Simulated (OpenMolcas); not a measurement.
# SiHCl (SMILES [SiH]Cl) at 6 levels

We compute a comparison of 6 runs (B2PLYP/cc-pVTZ, BHLYP/cc-pVTZ, BLYP/cc-pVTZ, SVWN5/cc-pVTZ, r2SCAN/cc-pVTZ, MP2/cc-pVTZ) of SiHCl. 

The results are computed with OpenMolcas 26.06.

1 further run of the same task is left out (set aside as unsound or not needed).

### Step 1. Starting point

The species is SiHCl (3 atoms), meant as a singlet with charge 0. As SMILES, `[SiH]Cl`. The Si1–Cl2 distance was set to 2.700 Å, away from the relaxed value.

Bond lengths: Si1–H3 1.529 Å. A long bond or contact: Si1–Cl2 2.700 Å.

### Step 2. The energy at B2PLYP/cc-pVTZ (run 1)

Contents of mol.inp:

```
* ClHSi Kohn-Sham DFT

&GATEWAY
 BASLIB = $CurrDir
 COORD
 3
 angstrom
 Si      -1.095375       0.636410      -0.524930
 Cl       1.275420       0.352820       0.736230
 H       -1.274205      -0.858350      -0.793340
 BASIS = cc-pVTZ
 GROUP = NoSym

&SEWARD
 GRIDINPUT
 Grid=UltraFine
 End of Grid

&SCF
 KSDFT = B2PLYP_SCF
 THRESHOLDS = 1e-10 1e-07 1e-07 1e-05
 PRORBITALS = 1 2

&MBPT2
 FROZEN = 10
```

The basis set cc-pVTZ is read from a file made from the Basis Set Exchange's data (not shown).

Command:

```console
$ export MOLCAS_MEM=1860
$ pymolcas mol.inp > mol.log
```

Log:

```text
--- Start Module: gateway ---
[...]
--- Stop Module: gateway /rc=_RC_ALL_IS_WELL_ ---
[...]
      Basis functions           82
[...]
--- Start Module: scf ---
[...]
       Convergence after  13 Iterations
[...]
::    Total KS-DFT energy                            -749.9193977367
[...]
      Total spin, S                                     0.0000000000
[...]
      Total electronic charge=   32.000000
      Total            charge=   -0.000000
[...]
      Dipole Moment (debye):
      Origin of the operator (angstrom)=    0.1981    0.4578    0.1604
                   X= -4.4405E+00               Y=  1.9546E-01               Z= -2.4005E+00           Total=  5.0516E+00
      Quadrupole Moment (debye*angstrom):
[...]
--- Stop Module: scf /rc=_RC_ALL_IS_WELL_ ---
[...]
--- Start Module: mbpt2 ---
[...]
 ###    WARNING: MP2 implementation intended for RHF references only         ###
 ###############################################################################
MBPT2 WARNING: Reference function according to RunFile:KS-DFT
I'll assume you know what you're doing and continue
WARNING!
Default frozen orbitals as non valence orbitals is overwritten by user input.
Default values:   7
[...]
       Reference weight ( Cref**2 )         =        0.82469
::    Total MBPT2 energy                             -750.2771795510
[...]
      Total MBPT2 calculations                           0.23      0.26
--- Stop Module: mbpt2 /rc=_RC_ALL_IS_WELL_ ---
[...]
```

Run time: 14 s. Hardware: 1 thread of AMD EPYC 7R43 (Zen 3), shared host; peak memory 0.46 GiB.

### Step 3. The energy at BHLYP/cc-pVTZ (run 2)

Contents of job.inp:

```
* ClHSi Kohn-Sham DFT

&GATEWAY
 BASLIB=$CurrDir
 COORD
 3
 bohr
 Si    -2.06995875     1.20264060    -0.99197393
 Cl     2.41019449     0.66673317     1.39127306
 H     -2.40789848    -1.62204642    -1.49919532
 BASIS=cc-pVTZ
 GROUP=NoSym

&SEWARD
 GRIDINPUT
 Grid=UltraFine
 End of Grid

&SCF
 KSDFT=HYB_GGA_XC_BHANDHLYP
 THRESHOLDS=1e-10 1e-07 1e-07 1e-05
 PRORBITALS=0
```

The basis set cc-pVTZ is read from a file made from the Basis Set Exchange's data (not shown).

Command:

```console
$ export MOLCAS_MEM=1860
$ pymolcas job.inp > job.log
```

Log:

```text
--- Start Module: gateway ---
[...]
--- Stop Module: gateway /rc=_RC_ALL_IS_WELL_ ---
--- Start Module: seward ---
[...]
      Basis functions           82
--- Stop Module: seward /rc=_RC_ALL_IS_WELL_ ---
[...]
--- Start Module: scf ---
[...]
       Convergence after  13 Iterations
[...]
::    Total KS-DFT energy                            -750.2650677614
[...]
      Total spin, S                                     0.0000000000
[...]
      Total electronic charge=   32.000000
      Total            charge=   -0.000000
[...]
      Dipole Moment (debye):
      Origin of the operator (angstrom)=    0.1981    0.4578    0.1604
                   X= -4.4311E+00               Y=  2.0471E-01               Z= -2.3943E+00           Total=  5.0407E+00
      Quadrupole Moment (debye*angstrom):
[...]
--- Stop Module: scf /rc=_RC_ALL_IS_WELL_ ---
[...]
```

Wall time 14 s (1 thread of AMD EPYC 7R43 (Zen 3), shared host); peak memory 0.46 GiB.

### Step 4. The energy at BLYP/cc-pVTZ (run 3)

Contents of input.xyz:

```xyz
3

Si    -1.095375     0.636410    -0.524930
Cl     1.275420     0.352820     0.736230
H     -1.274205    -0.858350    -0.793340
```

Contents of run.inp:

```
* ClHSi Kohn-Sham DFT

&GATEWAY
 BASLIB=$CurrDir
 COORD=input.xyz
 BASIS=cc-pVTZ
 GROUP=NoSym

&SEWARD
 GRIDINPUT
 Grid=UltraFine
 End of Grid

&SCF
 KSDFT=BLYP
 THRESHOLDS=1e-10 1e-07 1e-07 1e-05
 PRORBITALS=1 2
```

The basis set cc-pVTZ is read from a file made from the Basis Set Exchange's data (not shown).

Command:

```console
$ export MOLCAS_MEM=1860
$ pymolcas run.inp > run.log
```

Log:

```text
--- Start Module: gateway ---
[...]
--- Stop Module: gateway /rc=_RC_ALL_IS_WELL_ ---
--- Start Module: seward ---
[...]
      Basis functions           82
--- Stop Module: seward /rc=_RC_ALL_IS_WELL_ ---
[...]
--- Start Module: scf ---
[...]
       Convergence after  16 Iterations
[...]
::    Total KS-DFT energy                            -750.2745190484
[...]
      Total spin, S                                     0.0000000000
[...]
      Total electronic charge=   32.000000
      Total            charge=   -0.000000
[...]
      Dipole Moment (debye):
      Origin of the operator (angstrom)=    0.1981    0.4578    0.1604
                   X= -3.5485E+00               Y=  2.1315E-01               Z= -1.9118E+00           Total=  4.0363E+00
      Quadrupole Moment (debye*angstrom):
[...]
--- Stop Module: scf /rc=_RC_ALL_IS_WELL_ ---
[...]
```

Run time: 15 s. Hardware: 1 thread of AMD EPYC 7R43 (Zen 3), shared host; peak memory 0.46 GiB.

Runs 4 to 5 aren't shown in full; the table further down has their settings and results.

### Step 5. A single-point energy at MP2/cc-pVTZ (run 6)

Contents of calc.inp:

```
* ClHSi MP2
>>> EXPORT MOLCAS_PRINT=2

&GATEWAY
 BASLIB = $CurrDir
 BASISSET
 Si.cc-pVTZ....
 Si1 -1.095375 0.636410 -0.524930 angstrom
 End of Basis
 BASISSET
 Cl.cc-pVTZ....
 Cl2 1.275420 0.352820 0.736230 angstrom
 End of Basis
 BASISSET
 H.cc-pVTZ....
 H3 -1.274205 -0.858350 -0.793340 angstrom
 End of Basis

&SEWARD

&SCF
 THRESHOLDS = 1e-10 1e-07 1e-07 1e-05
 PRORBITALS = 1 1

&MBPT2
 FROZEN = 10
```

The basis set cc-pVTZ is read from a file made from the Basis Set Exchange's data (not shown).

Command:

```console
$ export MOLCAS_MEM=1860
$ pymolcas calc.inp > calc.log
```

Log:

```text
--- Start Module: gateway ---
[...]
--- Stop Module: gateway /rc=_RC_ALL_IS_WELL_ ---
[...]
      Basis functions           82
[...]
--- Start Module: scf ---
[...]
       Convergence after  13 Iterations
[...]
::    Total SCF energy                               -748.9909804677
[...]
      Total spin, S                                     0.0000000000
[...]
      Total electronic charge=   32.000000
      Total            charge=   -0.000000
[...]
      Dipole Moment (debye):
      Origin of the operator (angstrom)=    0.1981    0.4578    0.1604
                   X= -4.9248E+00               Y=  1.3266E-01               Z= -2.6720E+00           Total=  5.6045E+00
      Quadrupole Moment (debye*angstrom):
[...]
--- Stop Module: scf /rc=_RC_ALL_IS_WELL_ ---
[...]
--- Start Module: mbpt2 ---
[...]
WARNING!
Default frozen orbitals as non valence orbitals is overwritten by user input.
Default values:   7
[...]
       Reference weight ( Cref**2 )         =        0.88824
::    Total MBPT2 energy                             -749.2768087916
[...]
      Total MBPT2 calculations                           0.23      0.25
--- Stop Module: mbpt2 /rc=_RC_ALL_IS_WELL_ ---
[...]
```

Wall time 6.9 s (1 thread of AMD EPYC 7R43 (Zen 3), shared host); peak memory 0.46 GiB.

### Step 6. Overview of the runs

| run | level | frozen core orbitals | integration grid | energy (Eh) | dipole moment (D) of the reference | HOMO energy (eV) | LUMO energy (eV) | wall time |
| --- | --- | --- | --- | --- | --- | --- | --- | --- |
| 1 | B2PLYP/cc-pVTZ | 10 | UltraFine | -750.015999 | 5.05 | -8.74 | -2.86 | 14 s |
| 2 | BHLYP/cc-pVTZ | – | UltraFine | -750.265068 | 5.04 | -8.80 | -3.15 | 14 s |
| 3 | BLYP/cc-pVTZ | – | UltraFine | -750.274519 | 4.04 | -6.37 | -4.65 | 15 s |
| 4 | SVWN5/cc-pVTZ | – | UltraFine | -747.616744 | 4.01 | -6.67 | -4.98 | 13 s |
| 5 | r2SCAN/cc-pVTZ | – | UltraFine | -750.201200 | 4.23 | -6.83 | -4.75 | 17 s |
| 6 | MP2/cc-pVTZ | 10 | – | -749.276809 | 5.60 | -10.43 | -0.92 | 6.9 s |

### Step 7. Summary of results

| quantity | value |
| --- | --- |
| run 6: total energy | -749.27681 Eh |
| run 6: dipole moment (mean-field density) | 5.60 D |
| run 6: HOMO energy (Hartree–Fock orbitals) | -10.43 eV |
| run 6: LUMO energy (Hartree–Fock orbitals) | -0.92 eV |
| run 6: HOMO–LUMO gap (Hartree–Fock orbitals) | 9.51 eV |
| run 6: correlation energy (10 core orbitals frozen) | -285.8 mEh |

In words: Over runs 1, 2, 3, 4, 5 the dipole moment (its size) runs from 4.01 D (SVWN5/cc-pVTZ) to 5.05 D (B2PLYP/cc-pVTZ). A double hybrid's value is that of its SCF part. Over runs 1, 2, 3, 4, 5 the HOMO–LUMO gap runs from 1.69 eV (SVWN5/cc-pVTZ) to 5.88 eV (B2PLYP/cc-pVTZ). For B2PLYP the log adds the whole second-order term; the table takes 0.27 of it, as the functional is defined. Totals of different functionals can't be ranked against each other. All runs together took 80 s, the longest 17 s.
